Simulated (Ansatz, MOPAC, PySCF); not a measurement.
Species: dimethylacetylene, C4H6, charge 0, multiplicity 1. SMILES: CC#CC
Geometry: optimised at B3LYP-D3(BJ)/def2-TZVP (Ansatz, a program for electronic structure).

Unscaled harmonic wavenumbers (cm⁻¹) in rising order, each level at the stationary point that it reaches from this structure (no distance between atoms moves by over 0.3 Å); the order of modes can differ between levels, and a negative number is imaginary. B3LYP-D3(BJ)/def2-TZVP (PySCF, at the structure above): 32, 201, 201, 402, 402, 726, 1049, 1049, 1067, 1067, 1171, 1418, 1421, 1481, 1481, 1481, 1481, 2362, 3025, 3026, 3079, 3079, 3080, 3080.

AM1 (MOPAC): 24, 235, 235, 436, 436, 895, 1054, 1054, 1070, 1070, 1367, 1370, 1370, 1370, 1370, 1424, 1531, 2495, 3033, 3033, 3033, 3033, 3131, 3132. Zero-point energy 53.2 against 52.7 kcal/mol; where all levels lie over 400 cm⁻¹, the wavenumbers are on average 1.020 times those of B3LYP-D3(BJ)/def2-TZVP.

PM3 (MOPAC): 50, 220, 220, 494, 494, 833, 965, 965, 985, 985, 1232, 1356, 1377, 1377, 1377, 1377, 1507, 2461, 3066, 3066, 3066, 3066, 3152, 3153. Zero-point energy 52.7 against 52.7 kcal/mol; where all levels lie over 400 cm⁻¹, the wavenumbers are on average 1.009 times those of B3LYP-D3(BJ)/def2-TZVP.

HF/3-21G (Ansatz): 15, 233, 233, 569, 569, 736, 1181, 1204, 1204, 1207, 1207, 1583, 1589, 1659, 1659, 1659, 1659, 2564, 3198, 3198, 3256, 3256, 3256, 3256. Zero-point energy 57.4 against 52.7 kcal/mol; where all levels lie over 400 cm⁻¹, the wavenumbers are on average 1.122 times those of B3LYP-D3(BJ)/def2-TZVP.

HF/6-31G* (Ansatz): -21, 223, 223, 462, 462, 759, 1159, 1159, 1171, 1171, 1220, 1563, 1569, 1627, 1627, 1627, 1627, 2565, 3211, 3211, 3276, 3276, 3276, 3276. Zero-point energy 56.8 against 52.7 kcal/mol; where all levels lie over 400 cm⁻¹, the wavenumbers are on average 1.088 times those of B3LYP-D3(BJ)/def2-TZVP. The zero-point energy leaves imaginary modes out.
